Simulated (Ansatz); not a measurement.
Born–Oppenheimer molecular dynamics of H5NSi (7 atoms, charge 0, multiplicity 1). It starts at the highest image of a converged band. Of that band: Neighbouring images differ by up to 1.4 eV, so the band resolves the path poorly. A vibrational analysis at the climbing image gives one clearly imaginary mode, 1423i cm⁻¹: a first-order saddle point.

These are results of Ansatz, RKS r2SCAN-D4/def2-SVP, not measurements.

```json
{
 "ensemble": "NVE (velocity Verlet)",
 "time step": "0.5 fs",
 "steps asked": "200",
 "starting velocities drawn for": "300 K",
 "seed": "8569"
}
```

Frames 1 fs apart, positions in Å, forces in eV/Å.

Velocities at 30 fs (Å/ps):

```
Si -4.64 1.53 -7.26
N 10.06 0.15 16.42
H -1.01 -36.65 -37.83
H 9.69 26.60 -27.96
H -64.88 -5.97 11.45
H 35.23 -5.62 17.64
H 10.52 -23.22 10.86
```

```xyz
7
Properties=species:S:1:pos:R:3:forces:R:3 time_fs=30 energy_less_start_eV=-0.770 T=1485
Si 0.218 0.133 -0.403 0.24 0.57 0.95
N 1.142 -0.120 1.678 -2.39 1.78 0.01
H 0.238 -0.571 1.920 1.06 -0.57 0.31
H 0.893 0.845 2.029 1.09 -1.08 -0.47
H 1.968 -0.474 2.144 0.06 -0.43 0.01
H -0.428 1.155 0.591 -0.01 0.38 -0.77
H -0.910 -0.735 0.135 -0.05 -0.65 -0.04
7
Properties=species:S:1:pos:R:3:forces:R:3 time_fs=31 energy_less_start_eV=-0.664 T=1326
Si 0.214 0.134 -0.410 0.22 0.40 0.97
N 1.151 -0.119 1.694 -4.90 2.50 -1.52
H 0.243 -0.609 1.883 1.29 0.05 0.30
H 0.907 0.866 1.999 0.95 -1.45 -0.28
H 1.907 -0.483 2.158 2.53 -1.41 1.40
H -0.393 1.151 0.605 -0.13 0.40 -0.78
H -0.900 -0.761 0.146 0.04 -0.48 -0.09
7
Properties=species:S:1:pos:R:3:forces:R:3 time_fs=32 energy_less_start_eV=-0.578 T=1197
Si 0.209 0.136 -0.416 0.19 0.19 0.97
N 1.156 -0.116 1.709 -5.49 2.26 -2.51
H 0.259 -0.647 1.850 1.18 0.53 0.34
H 0.931 0.873 1.967 0.67 -1.28 0.06
H 1.868 -0.505 2.184 3.57 -1.83 2.06
H -0.359 1.151 0.611 -0.25 0.41 -0.76
H -0.889 -0.792 0.156 0.14 -0.28 -0.15
7
Properties=species:S:1:pos:R:3:forces:R:3 time_fs=33 energy_less_start_eV=-0.645 T=1293
Si 0.205 0.138 -0.423 0.17 -0.04 0.93
N 1.158 -0.112 1.723 -3.24 0.32 -2.01
H 0.287 -0.681 1.819 0.71 0.80 0.42
H 0.961 0.869 1.935 0.28 -0.52 0.48
H 1.863 -0.544 2.228 2.19 -0.90 1.10
H -0.328 1.155 0.610 -0.36 0.41 -0.70
H -0.877 -0.825 0.164 0.24 -0.07 -0.21
7
Properties=species:S:1:pos:R:3:forces:R:3 time_fs=34 energy_less_start_eV=-0.618 T=1250
Si 0.200 0.140 -0.429 0.18 -0.27 0.85
N 1.158 -0.108 1.735 -0.15 -2.26 -0.90
H 0.321 -0.707 1.793 0.01 0.82 0.49
H 0.994 0.859 1.907 -0.10 0.58 0.86
H 1.878 -0.592 2.283 0.20 0.58 -0.43
H -0.300 1.163 0.603 -0.45 0.40 -0.60
H -0.863 -0.859 0.170 0.31 0.14 -0.26
7
Properties=species:S:1:pos:R:3:forces:R:3 time_fs=35 energy_less_start_eV=-0.421 T=952
Si 0.196 0.141 -0.435 0.22 -0.47 0.74
N 1.158 -0.105 1.747 2.11 -3.90 -0.07
H 0.356 -0.725 1.772 -0.75 0.64 0.54
H 1.026 0.855 1.888 -0.36 1.39 1.06
H 1.895 -0.634 2.334 -1.05 1.64 -1.49
H -0.276 1.174 0.590 -0.52 0.38 -0.48
H -0.845 -0.892 0.174 0.35 0.31 -0.28
7
Properties=species:S:1:pos:R:3:forces:R:3 time_fs=36 energy_less_start_eV=-0.240 T=674
Si 0.192 0.143 -0.440 0.28 -0.61 0.62
N 1.159 -0.105 1.758 3.28 -3.95 0.43
H 0.383 -0.736 1.755 -1.39 0.41 0.54
H 1.054 0.864 1.879 -0.44 1.22 1.03
H 1.903 -0.660 2.371 -1.52 2.13 -1.96
H -0.258 1.190 0.572 -0.57 0.35 -0.37
H -0.825 -0.922 0.175 0.36 0.45 -0.29
7
Properties=species:S:1:pos:R:3:forces:R:3 time_fs=37 energy_less_start_eV=-0.194 T=602
Si 0.187 0.144 -0.446 0.38 -0.70 0.50
N 1.163 -0.108 1.770 3.46 -2.85 0.63
H 0.397 -0.744 1.744 -1.66 0.35 0.51
H 1.079 0.884 1.879 -0.44 0.21 0.87
H 1.897 -0.667 2.390 -1.45 2.14 -1.98
H -0.244 1.208 0.550 -0.60 0.30 -0.26
H -0.801 -0.947 0.173 0.32 0.55 -0.26
7
Properties=species:S:1:pos:R:3:forces:R:3 time_fs=38 energy_less_start_eV=-0.262 T=705
Si 0.183 0.145 -0.451 0.50 -0.72 0.40
N 1.168 -0.113 1.782 2.65 -1.43 0.35
H 0.396 -0.749 1.738 -1.46 0.57 0.49
H 1.099 0.906 1.888 -0.44 -0.93 0.68
H 1.877 -0.653 2.390 -0.86 1.68 -1.52
H -0.237 1.230 0.526 -0.62 0.23 -0.18
H -0.774 -0.967 0.169 0.23 0.60 -0.21
7
Properties=species:S:1:pos:R:3:forces:R:3 time_fs=39 energy_less_start_eV=-0.337 T=817
Si 0.179 0.146 -0.456 0.65 -0.65 0.31
N 1.176 -0.118 1.795 0.78 0.02 -0.65
H 0.381 -0.747 1.736 -0.90 0.94 0.52
H 1.115 0.919 1.903 -0.45 -1.65 0.52
H 1.849 -0.624 2.375 0.43 0.62 -0.43
H -0.235 1.254 0.501 -0.62 0.13 -0.13
H -0.744 -0.982 0.163 0.11 0.59 -0.14
7
Properties=species:S:1:pos:R:3:forces:R:3 time_fs=40 energy_less_start_eV=-0.305 T=770
Si 0.176 0.147 -0.461 0.81 -0.51 0.23
N 1.184 -0.124 1.807 -1.82 1.45 -2.31
H 0.357 -0.737 1.739 -0.21 1.24 0.59
H 1.126 0.917 1.924 -0.47 -1.76 0.40
H 1.826 -0.589 2.357 2.33 -0.95 1.23
H -0.239 1.279 0.474 -0.60 0.01 -0.08
H -0.714 -0.991 0.155 -0.03 0.53 -0.05
7
Properties=species:S:1:pos:R:3:forces:R:3 time_fs=41 energy_less_start_eV=-0.257 T=701
Si 0.172 0.147 -0.466 0.97 -0.31 0.15
N 1.190 -0.128 1.817 -3.67 2.00 -3.53
H 0.331 -0.715 1.748 0.38 1.30 0.68
H 1.133 0.898 1.948 -0.48 -1.23 0.35
H 1.825 -0.563 2.351 3.56 -2.04 2.34
H -0.250 1.304 0.446 -0.56 -0.13 -0.05
H -0.684 -0.995 0.147 -0.20 0.42 0.07
```

Of the whole run (100 fs, mean temperature of the second half 973 K): The conserved energy stayed within 0.63 meV per atom of its start (net change -0.39 meV per atom), so the integration is sound. The kinetic energy rose, since the run started high on the potential surface and went downhill. It ends in pieces (H2Si + H3N), so much of that is their flight and rotation, not heat. A run of 0.1 ps of so small a system gives no equilibrium averages. The orbitals stay closed-shell, which can raise the energy where a bond breaks towards radicals; this wasn't checked here.

Run time: 6.5 min on 1 thread of Arm Neoverse V1, with other jobs on the host, peak memory 0.1 GiB.
